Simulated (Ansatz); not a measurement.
## triplet SiC: levels of theory in one basis

```
atom   x (Å)   y (Å)   z (Å)
  Si  0.0000  0.0000  0.0000
   C  0.0000  0.0000  1.8898
```

Basis set: def2-SVP (spherical functions). Correlated methods keep 6 orbitals frozen. Correlation on ROHF uses semicanonical orbitals with singles. Charge 0, multiplicity 3.

Computed with Ansatz (development build ahead of 0.2.0); each method stands on the lowest determinant of its kind that the runs found.

```tsv
method	E − E(ROHF) (eV)	<S²> of the determinant
ROHF	0.00	2.00
UHF	-0.91	2.73
ROHF-MP2	-4.24	–
UHF-MP2	-4.15	2.73
UHF-CCSDT(Q)	-5.78	2.73
```

Question: What does UHF-CCSD(T) give on the same scale?

Answer: -5.63 eV.

Caution for ROHF, ROHF-MP2: an unrestricted determinant lies well below. Caution for UHF, UHF-MP2, UHF-CCSD(T), UHF-CCSDT(Q): the unrestricted determinant is spin contaminated. Caution for ROHF-MP2: a plain start can end on a higher determinant. Caution for ROHF-MP2, UHF-CCSD(T): another reference gives a lower total.
